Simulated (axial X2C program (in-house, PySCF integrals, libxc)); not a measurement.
# Bond lengths and stretching modes, held linear, of PNC⁻

Computed with an in-house all-electron X2C program for linear molecules (integrals from PySCF): two-component X2C with atomic mean-field Coulomb and Gaunt terms, Gaussian nuclei, basis P dyall-v3z, N dyall-av3z, C dyall-v3z with contracted cores. Spin-free rows use the one-electron spin-free X2C Hamiltonian.

Masses P 30.974, N 14.003, C 12.000 u. States: 2c Ω = 3/2 (beyond evenly filled blocks: ω = 3/2); spin-free M_S = 1/2, Λ = 1 (beyond evenly filled blocks: π+α, π+β, π-α).

PBE0, spin-free: energies above the lowest point

```tsv
r(P–N) (Å)	r(N–C) (Å)	E (meV)
1.6692	1.1515	66.56
1.6692	1.1810	17.02
1.6692	1.2105	51.67
1.7120	1.1515	41.58
1.7120	1.1810	0.00
1.7120	1.2105	42.95
1.7120	1.2401	155.04
1.7548	1.1515	53.49
1.7548	1.1810	18.80
1.7548	1.2105	68.99
1.7976	1.1810	64.93
1.7976	1.2401	247.68
```

Question: Fit a quadratic surface with cubic terms in each bond: where is the minimum, and what are the two stretching wavenumbers?

Answer: At PBE0, spin-free: bonds 1.709 and 1.180 Å; harmonic stretches 614.1 and 2013.4 cm⁻¹; force constants 3.16, 15.6 and coupling 0.92 mdyn/Å.

The other levels and Hamiltonians give:

```csv
Hamiltonian,level,r(P–N) (Å),r(N–C) (Å),lower stretch (cm⁻¹),upper stretch (cm⁻¹)
2c,PBE0,1.710,1.180,613.7,2013.9
2c,HF,1.762,1.150,535.2,2247.9
2c,r2SCAN,1.698,1.189,629.9,1942.7
spin-free,HF,1.762,1.150,535.8,2247.8
spin-free,r2SCAN,1.697,1.189,630.3,1942.2
```

Each state is one determinant, the lowest of a limited PBE0 search; the stretches come from a fit to these few points and carry an uncertainty of a few per cent. Other orders of the atoms were not compared. Left out for rough or failed fits: MP2 2c, MP2 spin-free. For an anion the highest level of a functional can be positive, and the basis then holds the extra electron. The molecule was held linear; bending was not examined, so a bent shape may lie lower. Note: functional without a current term on a determinant with orbital currents, of the molecule or an atom.
